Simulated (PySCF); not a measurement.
# Two-dimensional NMR puzzle

Compound of formula C2H4F2S. Correlations simulated from computed shifts and the bond graph:

HSQC (one-bond C–H):
```
  δH     δC
6.03  120.2
2.73   35.2
```

COSY cross peaks (H two or three bonds apart, from the bond graph; peaks can be absent where the dihedral angle is near 90°):
```
  δH    δH
6.03  2.73
```

HMBC (two and three bonds, from the bond graph):
```
  δH     δC
6.03   35.2
2.73  120.2
```

Relativity neglected, single conformer, rapidly exchanging positions averaged, gas phase. Shieldings: GIAO B97-2/pcSseg-2; geometry from PBE0-D3(BJ)/def2-TZVP; PySCF 2.14.

Chemical shifts δ = σref − σ; ¹H (σref 31.64), ¹³C (σref 185.38) against TMS, all at this level.

Exchangeable hydrogens are left out of these lists.

**Question.** Work out the connectivity.

**Answer.** `FC(F)CS`.

Atoms are numbered as in `[F:1][CH:2]([F:3])[CH2:4][SH:5]`. Each H is labelled by its parent atom.

1. δC 120.2 is C2, an sp3 CH bonded to 2 F (δH 6.03).
2. δC 35.2 is C4, an sp3 CH2 bonded to S (δH 2.73).
3. COSY links 6.03–2.73.

Exchangeable OH/NH protons stand at their gas-phase positions; hydrogen bonding in a real sample shifts them, mostly to higher δ. Shifts are as computed. Against solution values, carbons near 30 ppm lie about +3 ppm off and those near 130 ppm about +7 ppm; carbons on S a further +4 ppm. Of 1211 compounds with measured shifts, 218 miss one by over three times the rms of a fit or turn the order of signals round; such compounds aren't used in these exercises.
